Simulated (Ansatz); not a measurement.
Process, species as SMILES: OO (H2O2) → 2 [OH] (OH)
B3LYP-D3(BJ)/def2-TZVP geometries, fixed; electronic energies without zero-point terms.

Basis-set convergence of the bond dissociation energy at PBE0 with Ansatz (a program for electronic structure). Cartesian d functions, on some or all atoms, in 6-31G**; all else is spherical. The program fits the integrals of some runs and decomposes those of others, by size. Open shells are unrestricted. No added dispersion term, no relativity. Functions are those of the species that has most. Reference: the value in aug-pcseg-3, 52.02 kcal/mol, itself unsure by roughly 0.12 kcal/mol (its mean distance from aug-cc-pVQZ, cc-pV5Z, def2-QZVPPD).

| basis | functions | bond dissociation energy (kcal/mol) |
|---|---|---|
| 6-31G** | 40 | [?] |
| 6-311G** | 48 | 52.32 |
| def2-TZVP | 74 | 52.34 |
| pcseg-2 | 88 | 52.24 |
| jun-cc-pV(T+d)Z | 106 | [?] |
| def2-TZVPPD | 114 | [?] |
| aug-cc-pVTZ | 138 | [?] |
| def2-QZVPP | 174 | 51.98 |
| aug-cc-pVQZ | 252 | 51.98 |

Problem. What belongs in the gaps?

Solution. 
- 6-31G**, bond dissociation energy (kcal/mol): 54.54
- jun-cc-pV(T+d)Z, bond dissociation energy (kcal/mol): 51.75
- def2-TZVPPD, bond dissociation energy (kcal/mol): 51.70
- aug-cc-pVTZ, bond dissociation energy (kcal/mol): 51.89
